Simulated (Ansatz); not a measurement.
Geometry optimisation, RKS PBE-D4/6-31G* (Ansatz).

Input file:

```yaml
crystal:
  periodic: [false, false, false]
  atoms:
    - { symbol: Al, position_ang: [0.0, 0.0, 0.0] }
    - { symbol: H, position_ang: [0.0, 0.0, 1.91] }
    - { symbol: H, position_ang: [1.351, 0.0, -0.78] }
    - { symbol: H, position_ang: [-1.351, 0.0, -0.78] }
    - { symbol: "N", position_ang: [0.0928, -2.1047, 0.7] }
    - { symbol: H, position_ang: [-0.4256, -2.8627, 0.1705] }
    - { symbol: H, position_ang: [0.6555, -2.3517, 1.5637] }
    - { symbol: H, position_ang: [0.0453, -1.027, 1.8385] }
basis:
  gaussian: { orbitals: "6-31G*" }
hamiltonian:
  xc: pbe
  dispersion: d4
relax:
  f_tol: 0.15
  max_steps: 25
  restrain:
    - { distance: [0, 4], at: 1.92, k: 30.0 }
    - { distance: [7, 1], at: 0.66, k: 30.0 }
    - { distance: [0, 1], at: 2.76, k: 30.0 }
    - { distance: [7, 4], at: 2.26, k: 30.0 }
```

Run as:

```bash
$ ansatz run input.yaml --threads 1 --pin off --max-ram 2048MiB --backend cpu --events-out ev --progress --plain --runs-dir out
```

Question: Where does it end, and by what steps?

Answer: The run converged. The restraints hold the end off the free minimum. After 8 steps the energy has fallen by 2.553 eV (the restraints' own energy left out); H7 moved furthest, 0.79 Å. Joined: H2–H8.

```json
{"step": "0", "energy less start (eV)": "0.0000", "largest force component (eV/Å)": "3.411", "accepted": "yes"}
{"step": "1", "energy less start (eV)": "-0.5098", "largest force component (eV/Å)": "4.595", "accepted": "yes"}
{"step": "2", "energy less start (eV)": "-1.2860", "largest force component (eV/Å)": "4.162", "accepted": "yes"}
{"step": "3", "energy less start (eV)": "-2.0395", "largest force component (eV/Å)": "2.701", "accepted": "yes"}
{"step": "4", "energy less start (eV)": "-2.3548", "largest force component (eV/Å)": "1.653", "accepted": "yes"}
{"step": "5", "energy less start (eV)": "-2.4396", "largest force component (eV/Å)": "1.565", "accepted": "yes"}
{"step": "6", "energy less start (eV)": "-2.5307", "largest force component (eV/Å)": "1.568", "accepted": "yes"}
{"step": "7", "energy less start (eV)": "-2.5382", "largest force component (eV/Å)": "1.723", "accepted": "yes"}
{"step": "8", "energy less start (eV)": "-2.5529", "largest force component (eV/Å)": "1.626", "accepted": "yes"}
```

```xyz
8
Properties=species:S:1:pos:R:3
Al 0.057 -0.536 -0.343
H -0.026 0.152 2.333
H 1.429 0.274 -0.438
H -1.354 -0.050 -0.913
N 0.076 -2.189 0.532
H -0.699 -2.851 0.515
H 0.924 -2.636 0.879
H -0.039 -0.510 2.056
```

The run took 12 s on 1 thread of Arm Neoverse V2, on a shared host, peak memory 0.1 GiB.
